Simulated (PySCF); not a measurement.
## Basis-set dependence of BO⁻ at MP2

PySCF, RHF reference; singlet, unpaired electrons none; De to B + O⁻ without counterpoise correction. Frozen cores follow the default of each basis and core potential.

```
      basis     relativity  functions  Re (Å)  ωe (cm⁻¹)  De (eV)  frozen orbitals
  def2-SVPD  no relativity         43   1.252       1686     9.75                2
aug-pcseg-1  no relativity         46   1.255       1667     9.61                2
def2-TZVPPD  no relativity         77   1.249       1678     9.82                2
```

Problem. How does each smaller set differ from the one with most functions, def2-TZVPPD?

Solution. def2-SVPD: +0.3 pm, +0.5 % in ωe, -0.07 eV in De; aug-pcseg-1: +0.6 pm, -0.7 % in ωe, -0.21 eV in De. All at MP2; the set with most functions is neither the basis-set limit nor always the best.

Correlated steps freeze 2 core orbitals. Correlated levels converge slowly with the basis: in double zeta they bind strong bonds too weakly, by up to about 1 eV, and carry superposition errors of some tenths. For an ion De counts to the pair picked by the measured ionisation energies or electron affinities, which need not be the lowest pair at this level. Where the molecule has an RHF reference, its open-shell atoms are computed with UHF.
